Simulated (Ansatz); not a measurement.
# H2OSi: the cost of one run

Computed with Ansatz 0.2.0 (the levels named in each step, unless a step's input says otherwise).

## Step 1: The structure to begin with

Bond lengths: O1–Si2 1.623 Å, O1–H3 0.959 Å, Si2–H4 1.496 Å. Angles: O1–Si2–H4 101.8°, Si2–O1–H3 128.0°.

As a file:

```xyz
4

O    -0.9918   -0.2345    0.0044
Si    0.5684    0.2124    0.0121
H    -1.3551   -1.1097   -0.1427
H     1.2596   -1.0856   -0.2644
```

## Step 2: A rough first relaxation, PBE-D4/def2-SVP

Contents of input.yaml:

```yaml
crystal:
  periodic: [false, false, false]
  atoms:
    - { symbol: O, position_ang: [-0.99182, -0.23449, 0.00438] }
    - { symbol: Si, position_ang: [0.56843, 0.21237, 0.01211] }
    - { symbol: H, position_ang: [-1.35513, -1.10965, -0.14273] }
    - { symbol: H, position_ang: [1.2596, -1.08561, -0.26439] }
basis:
  gaussian: { orbitals: def2-SVP }
hamiltonian:
  xc: pbe
  dispersion: d4
relax:
  f_tol: 0.03
  max_steps: 200
```

The run is started by

```sh
> ansatz run input.yaml --threads 2 --pin off --max-ram 5120MiB --backend cpu --events-out ev --progress --plain --runs-dir out
```

Q: Estimate wall time and peak memory on 2 threads of Intel Xeon at 2.50GHz (Skylake/Cascade Lake), shared host.

About 6 s, with a peak of 0.11 GiB.
